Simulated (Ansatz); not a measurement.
YAlGeO5 (Pbam, No. 55; cell taken from a computed entry)

These are PBE0 in Ansatz (PAW) values and carry that method's errors.

Run with plane-wave cutoff 460 eV, 4×4×4 k mesh, Fermi–Dirac smearing 0.01 eV, scalar-relativistic PAW data made under PBE.

Cell: relaxed with PBEsol: a = 7.2307 Å, b = 8.3255 Å, c = 5.6143 Å, α = 90.00°, β = 90.00°, γ = 90.00°.

```
Item                           Result
--------  ---------------------------
band gap  6.62 eV (on the SCF k mesh)
```

Note: cell and atoms aren't relaxed at this level (largest force component 0.43 eV/Å, pressure -1.2 GPa).

Spin–orbit coupling is not included.

Computed values are for the static lattice.

Computing time: about 30 core-minutes (a rough figure).

Ansatz is a first-principles code.
